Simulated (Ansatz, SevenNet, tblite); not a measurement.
**Tetradymite Bi2Se3, equilibrium lattice constant a**

Reference value: 4.143 Å (measured, temperature not stated, not corrected to a static lattice; as tabulated in Luo et al. (2012), arXiv:1308.1523).

```
level (code)         value (Å)  difference (%)
-------------------  ---------  --------------
GFN1-xTB (tblite)        4.028           -2.78
SevenNet-0               4.200           +1.38
LDA (Ansatz)             4.104           -0.94
PBE (Ansatz)             4.190           +1.13
PBE-D3(BJ) (Ansatz)      4.144           +0.02
PBE-D4 (Ansatz)          4.143            0.00
rVV10 (Ansatz)           4.232           +2.15
r²SCAN (Ansatz)          4.164           +0.51
HSE06 (Ansatz)           4.145           +0.05
```

The reference's temperature isn't stated, so close values are not ranked against it. Off by more than 1.25 %, or 1.75 % on the side where a correction would as a rule narrow the miss (bounds picked here): GFN1-xTB (-2.78 %), rVV10 (+2.15 %), SevenNet-0 (+1.38 %).

The measured value isn't corrected to a static lattice, so vibrations enter the comparison.  Density-functional levels without +SOC have no spin–orbit coupling. GFN1-xTB: the method was fitted mainly to molecules. GFN1-xTB: the run uses a supercell at the zone centre in place of a k mesh. LDA: LDA has no dispersion term either, though it tends to give short spacings of layers, chains or molecules. PBE, r²SCAN: for a layered or molecular solid the relaxed cell lies over 5 % above the published volume, where the minimum can be shallow. PBE, r²SCAN, HSE06: the cell comes from a level without a dispersion term, which matters for the spacing of layers, chains or molecules. Cutoffs and k meshes differ between the levels. Ansatz's density-functional and Hartree–Fock values are scalar-relativistic unless marked +SOC, with PAW data made under PBE.

Machine-learned potentials (SevenNet-0) are trained on DFT data: a solid inside that data is no test of them.

Differences are worked out from the printed values.

Ansatz is a first-principles code.
